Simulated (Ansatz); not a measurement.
What a trial cell of BiW relaxes into

Method: DFT PBE, scalar-relativistic, plane waves, PAW in Ansatz. Cutoff 420 eV, Γ-centred k mesh, Gaussian smearing, no spin polarisation in the final step.

The start puts BiW on the FeSi (B20) structure type (P2_13, No. 198), with Bi in place of Fe, W in place of Si, at a guessed volume.

```xyz
8
Lattice="5.5679 0.0000 0.0000 0.0000 5.5679 0.0000 0.0000 0.0000 5.5679" Properties=species:S:1:pos:R:3 pbc="T T T"
Bi    0.7461    0.7461    0.7461
Bi    2.0378    4.8218    3.5300
Bi    3.5300    2.0378    4.8218
Bi    4.8218    3.5300    2.0378
W     4.7021    4.7021    4.7021
W     3.6497    0.8658    1.9181
W     1.9181    3.6497    0.8658
W     0.8658    1.9181    3.6497
```

Cell and atoms relax at zero pressure; the relaxation can't lower the symmetry of the start. After a coarse first stage the cell is made exact in the group found at 0.06 Å.

The zero of energy is the elements' standard structures at the same level; no fitted shifts are applied.

**Question.** What does it relax into?

**Answer.** It keeps P2_13 (No. 198). The result has the FeSi (B20) structure. Conventional cell: a = 5.519 Å. Around Bi lie 4 W at 2.79–2.86 Å, 3 W at 3.13 Å and 6 Bi at 3.42 Å; W is coordinated by 4 Bi at 2.79–2.86 Å, 3 Bi at 3.13 Å and 6 W at 3.38 Å.

Space group P2_13 (No. 198). a = 5.519 Å, b = 5.519 Å, c = 5.519 Å, α = 90.00°, β = 90.00°, γ = 90.00°
```json
{"atom": "Bi", "site": "4a", "symmetry": ".3.", "x": "0.1594", "y": "0.1594", "z": "0.1594"}
{"atom": "W", "site": "4a", "symmetry": ".3.", "x": "0.8677", "y": "0.8677", "z": "0.8677"}
```

**Question.** What are its volume, energy, density and gap?

**Answer.** The volume per atom is 21.01 Å³, the density is 15.52 g/cm³ and the energy over the elements is 1.19 eV/atom. The gap on the 8×8×8 mesh is 0 eV (a metal).

The final run used a 8×8×8 mesh on its 8-atom cell and 0.10 eV smearing. For metals, differences of a few meV/atom aren't resolved. Spin–orbit coupling is left out. A structure relaxed within its symmetry needn't be a true minimum.

Cost: 3 runs of about 5.5 core-minutes in all, on Arm Neoverse V2 (shared hosts).